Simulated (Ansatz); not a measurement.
Ansatz (a program for electronic structure) input (RI-MP2/def2-QZVPP):
A basis named .json is the Basis Set Exchange file of that set.

Ansatz 0.2 input:
```yaml
crystal:
  periodic: [false, false, false]
  atoms:
    - {symbol: C, position_ang: [0.05391172, 0.80080368, -0.10182354]}
    - {symbol: N, position_ang: [-0.07202677, -0.70518643, -0.08531619]}
    - {symbol: H, position_ang: [0.20860883, -1.14742715, 0.80112789]}
    - {symbol: H, position_ang: [-1.05121284, -0.94323814, -0.19400284]}
    - {symbol: H, position_ang: [-0.09433519, 1.20392142, 0.92877463]}
    - {symbol: H, position_ang: [1.11765621, 1.01822688, -0.32774514]}
basis:
  gaussian:
    orbitals: def2-QZVPP.json
    fitting: {mean_field: def2-universal-jkfit, correlation: def2-QZVPP-RIFIT.json}
total_charge: -1
magnetization: {spin_polarized: false}
correlation: {method: mp2, electrons: outside_noble_gas}
```

End of the output:

```
integrals: 0.15 GiB planned
224 factors; integrals over basis functions are off by at most 1.8e0 eV
mean field: 0.39 GiB planned
mean field evaluation 1: about -2571.9852 eV, gradient 1.9e1 eV
mean field evaluation 2: about -2573.0434 eV, gradient 6.4e0 eV
mean field evaluation 4: about -2573.1911 eV, gradient 6.9e-1 eV
mean field -2573.19733329 eV, -94.5632578228 hartree, gradient 2.6e-6 eV, S^2 0.000000; 0 other end points of the search recorded, 0 dependent functions left out
2 core orbitals not correlated
506 factors; their error is unknown
reference -2573.19733329 eV, -94.5632578228 hartree; 7, 7 occupied and 225, 225 virtual orbitals, 506 factors
second order -12.14267234 eV of doubles, -0.00000000 eV of singles
Total energy: -2585.34000563 eV, -95.0094928007 hartree
```

It need not be the lowest isomer of its formula. Whether it binds its extra electron was not tested at this geometry.
